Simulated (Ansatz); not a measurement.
fcc Cu was calculated with LDA (Ansatz, an electronic-structure program, plane waves, PAW).

Numerical settings: plane-wave cutoff 520 eV, 26×26×26 k mesh, Fermi–Dirac smearing 0.05 eV, no spin polarisation, scalar-relativistic PAW data made under PBE.

A third-order Birch–Murnaghan fit to the energies gives V0 = 10.885 Å³/atom, B0 = 189 GPa, B′ = 5.0.

```tsv
V (Å³/atom)	P (GPa)
10.222	13.88
10.439	8.76
10.657	4.22
10.874	0.19
11.092	?
11.309	?
11.527	?
```

**Question.** Estimate the withheld pressures from this fit; the answers are the runs' own values.

**Answer.** 
- 11.092, P (GPa): -3.38
- 11.309, P (GPa): -6.55
- 11.527, P (GPa): -9.36

The formula P = (3/2) B0 (x^(7/3) − x^(5/3)) [1 + (3/4)(B′ − 4)(x^(2/3) − 1)] with x = V0/V meets the computed pressures within 0.03 GPa when these rounded values are put in.

Measured, for comparison: bulk modulus 144 GPa (0 K value with the zero-point phonon effect removed, our sources range from 140 to 145; as tabulated in Mejia-Rodriguez and Trickey (2018), arXiv:1807.09216); equilibrium volume per atom 11.62 Å³/atom (low-temperature or extrapolated to 0 K; zero-point anharmonic expansion removed; as tabulated in Csonka et al. (2009), arXiv:0903.4037). Computed (rounded) less measured: bulk modulus +31 % (+30 % to +35 % over the range), equilibrium volume per atom -6.3 %.

The computed numbers hold no vibrational or temperature effects.

The result took around 50 core-seconds (rough).
